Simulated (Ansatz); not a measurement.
**CS2 (singlet): from Hartree-Fock to the top rungs, cc-pV(T+d)Z**

One table from this session's results is given with a row withheld; the runs are named, their logs left out.

Computed with Ansatz 0.2.0, Gaussian basis. Level: cc-pV(T+d)Z, core rule «outside noble gas», up to 11 orbitals frozen.

To be run: UHF; CCSD(T) on RHF; CCSDT(Q) on RHF.

3 further runs of the same task are left out: 1 that didn't finish, 2 set aside as unsound or not needed.

### The system

The geometry is an MP2(full)/6-31G* stationary point (not a proven minimum).

3 atoms, charge 0, spin multiplicity 1.

Atoms are counted from 1 here; the program's logs count them from 0.

Bond lengths: S1–C2 1.561 Å, C2–S3 1.561 Å. Angles: S1–C2–S3 180.0°.

As a file:

```xyz
3
charge 0, multiplicity 1
S     0.0000    0.0000    1.5611
C     0.0000    0.0000    0.0000
S     0.0000    0.0000   -1.5611
```

Set-up of the first run:

Input file in.yaml:

```yaml
crystal:
  periodic: [false, false, false]
  atoms:
    - {symbol: S, position_ang: [0.000000, 0.000000, 1.561117]}
    - {symbol: C, position_ang: [0.000000, 0.000000, 0.000000]}
    - {symbol: S, position_ang: [0.000000, 0.000000, -1.561117]}
basis:
  gaussian: {orbitals: "cc-pV(T+d)Z.json"}
magnetization: {spin_polarized: true, initial_magnetization: 0}
hamiltonian: {xc: hf}
output: {orbitals: {seedname: orbitals}}
```

Started as:

```console
> ansatz run in.yaml --threads 1 --pin off --events-out ev --progress --plain --max-ram 2624MiB --backend cpu
```

Among the steps run: UHF; CCSD(T) on RHF; CCSDT(Q) on RHF.

One table of the session follows, with a row left open; its other results are not shown here.

It belongs to the step «Misses and costs». 

| method | from RCCSDT(Q) (meV) |
| --- | --- |
| RHF | ? |
| RMP2 | +1396.6 |
| RCCSD | +1061.3 |
| RCCSD(T) | +99.3 |
| RCCSDT | +86.0 |
| RCCSDT(Q) | 0 |

**Question.** Estimate the row for RHF.

The run gave: from RCCSDT(Q) (meV): +14873.8. In the column «from RCCSDT(Q) (meV)» it is the highest.
